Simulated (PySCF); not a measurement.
How far each method lies from full CI for Si$_{2}$, triplet

Geometry: MP2(full)/6-31G*, from the G2/97 set.

| atom | x (Å) | y (Å) | z (Å) |
| --- | --- | --- | --- |
| Si | 0.0000 | 0.0000 | 0.0000 |
| Si | 0.0000 | 0.0000 | 2.2601 |

Basis 6-31G; PySCF 2.14.0. Correlated methods freeze the noble-gas cores, which leaves 8 electrons in 16 orbitals. Prefix R: restricted or restricted open-shell reference; prefix U: unrestricted.

Full CI is exact within this basis and frozen core; it isn't the basis-set limit. The frozen core follows each run's orbitals, which can shift R against U totals by a few meV.

The determinant for coupled cluster was chosen by trial CCSD, here up to 0.40 eV above the lowest Hartree–Fock solution of its kind, and MP2 stands on that determinant too.

```
UHF ⟨S²⟩                            : 2.607
⟨S²⟩ of the determinant under UCCSD : 2.022
T1 diagnostic (RCCSD)               : 0.0224
largest doubles amplitude (RCCSD)   : 0.187
T1 diagnostic (UCCSD)               : 0.0230
```

| level | E − E(full CI) (kJ/mol) | share of correlation (%) | wall time |
| --- | --- | --- | --- |
| RMP2 | 51.9 | 83.55 | – |
| UMP2 | 62.7 | 80.15 | – |
| RCCSD | 19.6 | 93.79 | – |
| UCCSD | 18.3 | 94.20 | – |
| RCCSD(T) | 6.9 | 97.80 | 2.4 s |
| UCCSD(T) | 6.7 | 97.88 | 1.3 s |
| RCCSDT | 4.2 | 98.67 | 3.3 s |
| UCCSDT | 4.0 | 98.73 | 4.4 s |

The correlation energy at full CI, counted from the determinant under the R cluster runs, is -3.271 eV. That run took 27 s on 1 thread of Intel Xeon, shared host over 305,760 determinants.

Run but not shown, since their state or frozen core can't be matched to the reference's or they repeat it: RHF, UHF.

Times are those of the correlated step on a shared host, with one SCF added for the restricted CCSD run; they ran on 1 thread of Intel Xeon.

The full-CI state has the irrep B3u of D2h, in the program's axes (one component, if the state is degenerate).

Natural occupations of full CI about the gap: 1.970 1.904 1.853 1.020 0.959 0.148 0.074 0.035 0.009 0.008; effectively unpaired electrons, Σ n²(2−n)², 2.21.

Atomization energy (electronic, same basis, no zero-point term; atoms at the same level, unrestricted beside the R rows where the molecule is a closed shell; the atoms' step beyond CCSDT comes from their full CI) at full CI: 218.4 kJ/mol. Errors of other levels:

| level | error (kJ/mol) |
| --- | --- |
| RMP2 | -4.3 |
| UMP2 | -15.1 |
| RCCSD | -18.7 |
| UCCSD | -17.4 |
| RCCSD(T) | -6.7 |
| UCCSD(T) | -6.5 |
| RCCSDT | -4.2 |
| UCCSDT | -4.0 |

This basis is far from its limit, so the value isn't to be set against a measured one.
